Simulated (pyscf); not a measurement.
9 transition-metal steps of one kind (four-centre exchange, closed-shell): reaction energy in eV, from the separated reactants or the lowest minimum found. Structures and frequencies: ωB97X-D3(BJ)/def2-SVP in PySCF. Functionals in def2-TZVP; the last column is ωB97M-D3(BJ)/def2-TZVP. Rows were drawn at random from the steps of this kind and element class whose saddle was verified and whose references are stable.

| step | PBE | B3LYP-D3(BJ) | r²SCAN | ωB97M-D3(BJ) |
|---|---|---|---|---|
| O=CrH(=O)–F + HF -> O=Cr(=O)(F)–F + H₂ | -0.89 | -0.70 | -0.96 | -0.47 |
| O=VH(OH)–OH + H₂O → O=V(OH)(OH)–OH + H₂ | -1.11 | -1.05 | -1.20 | -0.89 |
| O=CrH(=O)–OH + H₂O → O=Cr(=O)(OH)–OH + H₂ | -0.67 | -0.54 | -0.75 | -0.30 |
| H₂N–W(F)(F)(F)(F)–Cl + HF -> H₂N–W(F)(F)(F)(F)–F + HCl | -0.32 | -0.31 | -0.35 | -0.39 |
| O=MoH(=O)–OH + HCl -> O=Mo(=O)(OH)–Cl + H₂ | -1.23 | -1.22 | -1.32 | -1.06 |
| H₃C–ZnH + H₂O -> CH₄ + HO–ZnH | -0.74 | -0.78 | -0.80 | -0.72 |
| O=VH(F)–F + HF → O=V(F)(F)–F + H₂ | -1.50 | -1.38 | -1.59 | -1.21 |
| O=V(Cl)(Cl)–Cl + HF → O=V(F)(Cl)–Cl + HCl | -0.12 | -0.05 | -0.12 | -0.11 |
| F–Cd–F + SiH₄ → F–CdH + F–SiH₃ | -1.22 | -1.30 | -1.29 | -1.31 |

Differences from the last column (eV): PBE: mean -0.15, median -0.17, mean size 0.18, lower in 7 of 9; B3LYP-D3(BJ): mean -0.10, median -0.16, mean size 0.13, lower in 6 of 9; r²SCAN: mean -0.21, median -0.26, mean size 0.23, lower in 7 of 9. PBE is closest for row 8 (0.00 eV apart) and farthest for row 1 (0.42 eV). PBE, r²SCAN and M06-2X carry no added dispersion term. The last column is a level with limits of its own. Elements up to Kr have no core potential and no relativistic terms here. Elements past Kr carry the def2 core potentials, without spin-orbit coupling.
